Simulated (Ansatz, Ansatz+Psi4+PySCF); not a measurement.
```xyz
2

Li    0.0000    0.0000    0.4920
H     0.0000    0.0000   -1.4760
```

Basis set: cc-pVTZ on H; cc-pCVTZ on Li (spherical functions). All electrons are correlated. Charge 0, multiplicity 1.

Computed with Ansatz (development build ahead of 0.2.0); each method stands on the lowest determinant of its kind that the runs found. Restricted open shells among the atoms or ions are ROHF, correlated in semicanonical orbitals with singles.

Q: Give the atomization energy at this shape (free ground-state atoms in the same class of orbitals less the molecule, no zero-point energy) of singlet LiH by RHF-CCSD(T), RHF-MP2.

A:

```
     method  atomization energy
RHF-CCSD(T)        209.3 kJ/mol
    RHF-MP2        185.2 kJ/mol
```

Caution: the shape is not the minimum.
